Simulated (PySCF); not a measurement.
```json
{"wavenumber (cm⁻¹)": "0", "absorption (km/mol per cm⁻¹)": "0.002"}
{"wavenumber (cm⁻¹)": "66", "absorption (km/mol per cm⁻¹)": "0.002"}
{"wavenumber (cm⁻¹)": "132", "absorption (km/mol per cm⁻¹)": "0.003"}
{"wavenumber (cm⁻¹)": "198", "absorption (km/mol per cm⁻¹)": "0.004"}
{"wavenumber (cm⁻¹)": "264", "absorption (km/mol per cm⁻¹)": "0.005"}
{"wavenumber (cm⁻¹)": "331", "absorption (km/mol per cm⁻¹)": "0.006"}
{"wavenumber (cm⁻¹)": "397", "absorption (km/mol per cm⁻¹)": "0.008"}
{"wavenumber (cm⁻¹)": "463", "absorption (km/mol per cm⁻¹)": "0.012"}
{"wavenumber (cm⁻¹)": "529", "absorption (km/mol per cm⁻¹)": "0.020"}
{"wavenumber (cm⁻¹)": "595", "absorption (km/mol per cm⁻¹)": "0.036"}
{"wavenumber (cm⁻¹)": "661", "absorption (km/mol per cm⁻¹)": "0.084"}
{"wavenumber (cm⁻¹)": "727", "absorption (km/mol per cm⁻¹)": "0.288"}
{"wavenumber (cm⁻¹)": "793", "absorption (km/mol per cm⁻¹)": "0.376"}
{"wavenumber (cm⁻¹)": "859", "absorption (km/mol per cm⁻¹)": "0.107"}
{"wavenumber (cm⁻¹)": "925", "absorption (km/mol per cm⁻¹)": "0.042"}
{"wavenumber (cm⁻¹)": "992", "absorption (km/mol per cm⁻¹)": "0.022"}
{"wavenumber (cm⁻¹)": "1058", "absorption (km/mol per cm⁻¹)": "0.014"}
{"wavenumber (cm⁻¹)": "1124", "absorption (km/mol per cm⁻¹)": "0.009"}
{"wavenumber (cm⁻¹)": "1190", "absorption (km/mol per cm⁻¹)": "0.007"}
{"wavenumber (cm⁻¹)": "1256", "absorption (km/mol per cm⁻¹)": "0.005"}
{"wavenumber (cm⁻¹)": "1322", "absorption (km/mol per cm⁻¹)": "0.004"}
{"wavenumber (cm⁻¹)": "1388", "absorption (km/mol per cm⁻¹)": "0.003"}
{"wavenumber (cm⁻¹)": "1454", "absorption (km/mol per cm⁻¹)": "0.003"}
{"wavenumber (cm⁻¹)": "1520", "absorption (km/mol per cm⁻¹)": "0.002"}
{"wavenumber (cm⁻¹)": "1587", "absorption (km/mol per cm⁻¹)": "0.002"}
{"wavenumber (cm⁻¹)": "1653", "absorption (km/mol per cm⁻¹)": "0.002"}
{"wavenumber (cm⁻¹)": "1719", "absorption (km/mol per cm⁻¹)": "0.002"}
{"wavenumber (cm⁻¹)": "1785", "absorption (km/mol per cm⁻¹)": "0.002"}
{"wavenumber (cm⁻¹)": "1851", "absorption (km/mol per cm⁻¹)": "0.002"}
{"wavenumber (cm⁻¹)": "1917", "absorption (km/mol per cm⁻¹)": "0.002"}
{"wavenumber (cm⁻¹)": "1983", "absorption (km/mol per cm⁻¹)": "0.002"}
{"wavenumber (cm⁻¹)": "2049", "absorption (km/mol per cm⁻¹)": "0.002"}
{"wavenumber (cm⁻¹)": "2115", "absorption (km/mol per cm⁻¹)": "0.003"}
{"wavenumber (cm⁻¹)": "2181", "absorption (km/mol per cm⁻¹)": "0.009"}
{"wavenumber (cm⁻¹)": "2248", "absorption (km/mol per cm⁻¹)": "0.007"}
{"wavenumber (cm⁻¹)": "2314", "absorption (km/mol per cm⁻¹)": "0.003"}
{"wavenumber (cm⁻¹)": "2380", "absorption (km/mol per cm⁻¹)": "0.002"}
{"wavenumber (cm⁻¹)": "2446", "absorption (km/mol per cm⁻¹)": "0.002"}
{"wavenumber (cm⁻¹)": "2512", "absorption (km/mol per cm⁻¹)": "0.002"}
{"wavenumber (cm⁻¹)": "2578", "absorption (km/mol per cm⁻¹)": "0.002"}
{"wavenumber (cm⁻¹)": "2644", "absorption (km/mol per cm⁻¹)": "0.002"}
{"wavenumber (cm⁻¹)": "2710", "absorption (km/mol per cm⁻¹)": "0.002"}
{"wavenumber (cm⁻¹)": "2776", "absorption (km/mol per cm⁻¹)": "0.003"}
{"wavenumber (cm⁻¹)": "2842", "absorption (km/mol per cm⁻¹)": "0.003"}
{"wavenumber (cm⁻¹)": "2909", "absorption (km/mol per cm⁻¹)": "0.004"}
{"wavenumber (cm⁻¹)": "2975", "absorption (km/mol per cm⁻¹)": "0.005"}
{"wavenumber (cm⁻¹)": "3041", "absorption (km/mol per cm⁻¹)": "0.006"}
{"wavenumber (cm⁻¹)": "3107", "absorption (km/mol per cm⁻¹)": "0.009"}
{"wavenumber (cm⁻¹)": "3173", "absorption (km/mol per cm⁻¹)": "0.014"}
{"wavenumber (cm⁻¹)": "3239", "absorption (km/mol per cm⁻¹)": "0.023"}
{"wavenumber (cm⁻¹)": "3305", "absorption (km/mol per cm⁻¹)": "0.046"}
{"wavenumber (cm⁻¹)": "3371", "absorption (km/mol per cm⁻¹)": "0.129"}
{"wavenumber (cm⁻¹)": "3437", "absorption (km/mol per cm⁻¹)": "0.417"}
{"wavenumber (cm⁻¹)": "3504", "absorption (km/mol per cm⁻¹)": "0.184"}
{"wavenumber (cm⁻¹)": "3570", "absorption (km/mol per cm⁻¹)": "0.059"}
{"wavenumber (cm⁻¹)": "3636", "absorption (km/mol per cm⁻¹)": "0.027"}
{"wavenumber (cm⁻¹)": "3702", "absorption (km/mol per cm⁻¹)": "0.015"}
{"wavenumber (cm⁻¹)": "3768", "absorption (km/mol per cm⁻¹)": "0.010"}
{"wavenumber (cm⁻¹)": "3834", "absorption (km/mol per cm⁻¹)": "0.007"}
{"wavenumber (cm⁻¹)": "3900", "absorption (km/mol per cm⁻¹)": "0.005"}
```

This is the computed harmonic infrared spectrum of singlet HCN, Lorentzian lines of 98 cm⁻¹ full width. These are results of B3LYP/[C def2-TZVP, N def2-TZVP, H def2-TZVP], no relativity, density fitting, PySCF, not measurements.

Problem. Which bands make it up, and how are they assigned?

Solution. In C∞v symmetry, counting bands above 1 % of the strongest: 767 cm⁻¹ (π, bend, 74 km/mol); 2204 cm⁻¹ (σ+, stretch, 1.5 km/mol); 3447 cm⁻¹ (σ+, stretch, 66 km/mol).

This need not be the most stable arrangement of these atoms.
